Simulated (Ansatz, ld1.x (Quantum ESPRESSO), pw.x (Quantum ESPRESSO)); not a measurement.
**niobium (Nb): one change to the TM potential, in the atom and in the fcc crystal**

ld1.x (Quantum ESPRESSO) 7.5 input, shortened:

```
&input
   title='Nb', zed=41., rel=1, dft='PW', iswitch=3,
   config='[Kr] 4d4.5 5s0.5 5p0'
 /
 &inputp
   pseudotype=2, tm=.true., lloc=-2, rcloc=2.55,
   nlcc=.true.
 /
3
5S  1  0   0.50   0.00  3.10  3.10  0.0
5P  2  1   0.00   0.00  4.20  4.20  0.0
4D  3  2   4.50   0.00  2.75  2.75  0.0
 &test
   configts(1)='4d4.5 5s0.5 5p0'
 /
```

Change: wave 5s (bound): rc 3.10 bohr becomes 5s (bound): rc 3.52 bohr.

Cutoffs, loose and tight: the cutoffs (Ry, on a coarse ladder) from which the occupation-weighted sum of valence levels, in a spherical-Bessel basis at the reference potential, stays within 10 and 1 mRy of its value at 400 Ry. They do not see the model core or the augmentation charge, which bear on the density cutoff. Test errors are all-electron minus pseudo excitation energies from the reference, over the configurations 4d4 5s1 5p0; 4d4 5s0 5p0; 4d3 5s0 5p0; 4d3 5s1 5p0; 4d2 5s0 5p0; 4d4 5s0.5 5p0; 4d3 5s1 5p1 (two spin-polarised tests are not counted in the largest error); variants that change the core or the reference have their own tests.

Crystal test: fcc Nb in pw.x 7.5, no spin, 14³ k-points, Fermi–Dirac smearing 0.01 Ry, cutoffs set for each file from its atomic test. The reference is all-electron LAPW (Ansatz 0.2.0) with the same functional, mesh and smearing; V0 and B0 come from Birch–Murnaghan fits to the pressures at five volumes. Errors are pseudo minus all-electron; Δ is the rms difference of the E(V) curves that follow from these fits, minima aligned, over ±6 % about the mean V0. Mesh and smearing are coarse, so the numbers serve the comparison and aren't converged zero-temperature values; the lattice is a test structure that the element need not adopt.

All-electron: a0 = 4.141 Å (V0 = 17.75 Å³/atom), B0 = 181.7 GPa.

Does the change bring the crystal closer to the all-electron result?

The mean pressure error goes from -2.96 to -2.60 GPa, so the change moves the solid closer to the all-electron pressures.

| quantity | base | changed |
| --- | --- | --- |
| outcome (atom) | generated | generated |
| cutoff, loose (atom) | 25 Ry | 25 Ry |
| cutoff, tight (atom) | 30 Ry | 30 Ry |
| bound ghosts (atom) | none | none |
| largest test error (meV) (atom) | -552 | -572 |
| cutoffs in pw.x (Ry) | 50/200 | 50/200 |
| a0 (Å) | 4.118 | 4.121 |
| a0 error (%) | -0.55 | -0.48 |
| B0 error (%) | -1.5 | -1.4 |
| Δ (meV/atom) | 11.6 | 10.1 |
| mean pressure error (GPa) | -2.96 | -2.60 |

Base: The largest radius (4.20 bohr) exceeds half the bond length (2.76 bohr), so the spheres overlap, which is one possible source of error among others. This is a poor potential for the solid. The logarithmic derivative shows an extra or strongly shifted pseudo pole above the reference energy (s near 1.10 Ry, p near 1.85 Ry). Changed file: The largest radius (4.20 bohr) exceeds half the bond length (2.76 bohr), so the spheres overlap, which is one possible source of error among others. The logarithmic derivative shows an extra or strongly shifted pseudo pole above the reference energy (s near 0.98 Ry, p near 1.85 Ry). The atomic cutoffs weigh occupied waves only.
